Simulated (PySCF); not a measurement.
# CH4Si: fields and orbitals

For CH4Si, the scripts below localise its valence orbitals, compute its lowest excited states and analyse its density (charges, bond critical points, surface potential).

Computed with PySCF 2.14.0. Level: levels as typed in each script, gas phase, geometry from GFN2-xTB.

## (1) Starting geometry

6 atoms, charge 0, spin multiplicity 1.

Bond lengths: C1–Si2 1.748 Å, C1–H3 1.077 Å, C1–H4 1.077 Å, Si2–H5 1.458 Å, Si2–H6 1.458 Å. Angles: Si2–C1–H3 122.5°, Si2–C1–H4 122.6°, H3–C1–H4 114.9°, C1–Si2–H5 124.6°, C1–Si2–H6 124.6°, H5–Si2–H6 110.8°.

Geometry (Å):

```xyz
6

C     1.18581    0.00001    0.00000
Si   -0.56177    0.00000    0.00000
H     1.76520   -0.90774    0.00000
H     1.76521    0.90769    0.00000
H    -1.39024    1.20021    0.00000
H    -1.39026   -1.20022    0.00000
```

## (2) Localised orbitals (B3LYP/def2-svp)

input.py

```python
import numpy as np
from pyscf import gto, scf, dft, lo
from pyscf.data.elements import chemcore

def solve(mol, dm0=None, hcore=None):
    mf = (dft.UKS if mol.spin else dft.RKS)(mol, xc='b3lyp')
    mf.grids.level = 3
    mf = mf.density_fit(auxbasis='def2-universal-jkfit')
    mf.conv_tol, mf.max_cycle = 1e-8, 80
    if hcore is not None:
        mf.get_hcore = lambda *args: hcore
    mf.kernel(dm0)
    if not mf.converged:
        mf = mf.newton().run(mf.mo_coeff, mf.mo_occ, max_cycle=30)
    assert mf.converged, 'SCF not converged'
    return mf

mol = gto.M(atom='''
C      1.18581     0.00001     0.00000
Si    -0.56177     0.00000     0.00000
H      1.76520    -0.90774     0.00000
H      1.76521     0.90769     0.00000
H     -1.39024     1.20021     0.00000
H     -1.39026    -1.20022     0.00000
''', basis='def2-svp', charge=0, spin=0, verbose=4)
mf = solve(mol)
occ_all = mf.mo_coeff[:, mf.mo_occ > 0]
occ = occ_all[:, chemcore(mol):]
loc = lo.ibo.ibo(mol, occ, iaos=lo.iao.iao(mol, occ_all))
fock, s = mf.get_fock(), mf.get_ovlp()
ortho = lo.orth_ao(mol, 'meta_lowdin')
ortho = lo.vec_lowdin(lo.iao.iao(mol, occ_all), s)
labels = lo.iao.reference_mol(mol).ao_labels(fmt=None)
vir = lo.vvo.livvo(mol, occ_all, mf.mo_coeff[:, mf.mo_occ == 0])
both = np.hstack([loc, vir])
p = (ortho.T @ s @ both) ** 2
pop = np.array([p[[l[0] == a for l in labels]].sum(0) for a in range(mol.natm)])
spd = np.array([[p[[l[0] == a and l[2][-1] == k for l in labels]].sum(0) for k in 'spd'] for a in range(mol.natm)])
eps = np.einsum('pi,pq,qi->i', both, fock, both)
for i in np.argsort(eps):
    top = np.argsort(-pop[:, i])[:3]
    print('%3d %s %9.4f Eh ' % (i + 1, 'occ' if i < loc.shape[1] else 'vir', eps[i]), '  '.join('%s%d %.3f' % (mol.atom_symbol(a), a + 1, pop[a, i]) for a in top))
np.savez('result.npz', c=both, nocc=loc.shape[1], pop=pop, spd=spd, eps=eps, e=mf.e_tot)
```

The run is started by

```sh
> OMP_NUM_THREADS=1 python input.py
```

## (4) Excited states (PBE0/6-311g**)

input.py

```python
import numpy as np
from pyscf import gto, scf, dft, tdscf
from pyscf.scf import atom_ks, atom_hf
from scipy.linalg import block_diag

def solve(mol, dm0=None, hcore=None):
    mf = (dft.UKS if mol.spin else dft.RKS)(mol, xc='pbe0')
    mf.grids.level = 3
    mf = mf.density_fit(auxbasis='def2-universal-jkfit')
    mf.conv_tol, mf.max_cycle = 1e-8, 80
    if hcore is not None:
        mf.get_hcore = lambda *args: hcore
    mf.kernel(dm0)
    if not mf.converged:
        mf = mf.newton().run(mf.mo_coeff, mf.mo_occ, max_cycle=30)
    assert mf.converged, 'SCF not converged'
    return mf

mol = gto.M(atom='''
C      1.18581     0.00001     0.00000
Si    -0.56177     0.00000     0.00000
H      1.76520    -0.90774     0.00000
H      1.76521     0.90769     0.00000
H     -1.39024     1.20021     0.00000
H     -1.39026    -1.20022     0.00000
''', basis='6-311g**', charge=0, spin=0, verbose=4)
mf = solve(mol)
td = mf.TDA()
td.nstates, td.singlet, td.conv_tol = 5, False, 1e-5
td.kernel()
td.analyze()
x, y = np.array([p[0] for p in td.xy]), np.array([p[1] + 0 * p[0] for p in td.xy])
f, mu = np.zeros(len(td.e)), np.zeros((len(td.e), 3))
nto = [td.get_nto(state=i + 1, verbose=4) for i in range(len(td.e))]
# spherically averaged free atoms, for the promolecule
atm = atom_ks.get_atm_nrks(mol, xc='pbe0')
pro = block_diag(*[(atm[a[0]][2] * atm[a[0]][3]) @ atm[a[0]][2].T for a in mol._atom])
np.savez('result.npz', e=td.e, f=f, ok=td.converged, w=[n[0] for n in nto], nto=[n[1] for n in nto], x=x, y=y, c=mf.mo_coeff, occ=mf.mo_occ, eps=mf.mo_energy, pro=pro, mu=mu)
```

## (6) Density, bond paths and surface potential (B3LYP/def2-svp)

input.py

```python
import numpy as np
from pyscf import gto, scf, dft
from pyscf.scf import atom_ks, atom_hf
from scipy.linalg import block_diag

def solve(mol, dm0=None, hcore=None):
    mf = (dft.UKS if mol.spin else dft.RKS)(mol, xc='b3lyp')
    mf.grids.level = 3
    mf = mf.density_fit(auxbasis='def2-universal-jkfit')
    mf.conv_tol, mf.max_cycle = 1e-8, 80
    if hcore is not None:
        mf.get_hcore = lambda *args: hcore
    mf.kernel(dm0)
    if not mf.converged:
        mf = mf.newton().run(mf.mo_coeff, mf.mo_occ, max_cycle=30)
    assert mf.converged, 'SCF not converged'
    return mf

mol = gto.M(atom='''
C      1.18581     0.00001     0.00000
Si    -0.56177     0.00000     0.00000
H      1.76520    -0.90774     0.00000
H      1.76521     0.90769     0.00000
H     -1.39024     1.20021     0.00000
H     -1.39026    -1.20022     0.00000
''', basis='def2-svp', charge=0, spin=0, verbose=4)
mf = solve(mol)
mf.analyze()
# spherically averaged free atoms, for the promolecule
atm = atom_ks.get_atm_nrks(mol, xc='b3lyp')
pro = block_diag(*[(atm[a[0]][2] * atm[a[0]][3]) @ atm[a[0]][2].T for a in mol._atom])
np.savez('result.npz', e=mf.e_tot, c=mf.mo_coeff, occ=mf.mo_occ, eps=mf.mo_energy, pro=pro, dip=mf.dip_moment(verbose=0), s2=mf.spin_square()[0])
```

(Steps that only read results are left out.)

Before running it: what results should come out? Wanted: lowest triplet excitation; dipole moment; HOMO, LUMO.

As calculated:

| quantity | value |
| --- | --- |
| localised occupied orbitals above −45 eV (B3LYP/def2-svp) | 6 |
| lowest triplet excitation (PBE0/6-311g**) | 2.37 eV |
| dipole moment (B3LYP/def2-svp) | 0.57 D |
| HOMO, LUMO (B3LYP/def2-svp) | -6.22, -1.26 eV |

**Reading.** At B3LYP/def2-svp: The highest Hirshfeld charge is on Si2 (+0.30 e), the lowest on C1 (−0.24 e). The geometry was not optimised at these levels.
